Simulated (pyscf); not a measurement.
[HN=SiH]• (SMILES N=[SiH]) + HF (SMILES F) -> [HN=Si–F]• (SMILES N=[Si]F) + H₂ (SMILES [H][H]), a four-centre exchange (doublet surface; H–Si, F–H broken, F–Si, H–H formed). Structures and frequencies: ωB97X-D3(BJ)/def2-SVP in PySCF. Energies in kJ/mol from the separated reactants.

Small-basis levels: PySCF, no dispersion term, spherical d functions. AM1 to PM7: differences of heats of formation from MOPAC, which are fitted to 298 K values and so differ in kind from electronic energies by zero-point and thermal terms. Open shells are spin-unrestricted. 

| level | barrier | reaction energy |
|---|---|---|
| MP2/6-31G* | 84.0 | -144.6 |
| BP86/6-31G* | 23.6 | -147.9 |
| B3LYP/STO-3G | 17.8 | -177.1 |
| B3LYP/3-21G | 14.6 | -165.9 |
| PBE/def2-SVP | 18.5 | -113.2 |
| B3LYP/def2-SVP | 49.1 | -113.4 |
| PM7 | 66.7 | -255.7 |
| ωB97M-D3(BJ)/def2-TZVP | 64.7 | -118.6 |

Against the last row the barrier runs from -50.1 (B3LYP/3-21G) to +19.4 kJ/mol (MP2/6-31G*). ωB97M-D3(BJ)/def2-TZVP has limits of its own. On the reactant side the descent ends in a complex, 33.2 kJ/mol under the separated species and 98.0 kJ/mol under the saddle at ωB97X-D3(BJ)/def2-TZVP. The same reactants have a lower exit, to H₂N–SiH•–F (barrier +5.1 kJ/mol at ωB97M-D3(BJ)/def2-TZVP, against +64.7 kJ/mol here). This is the saddle that the search found; another between the same sides may lie lower.
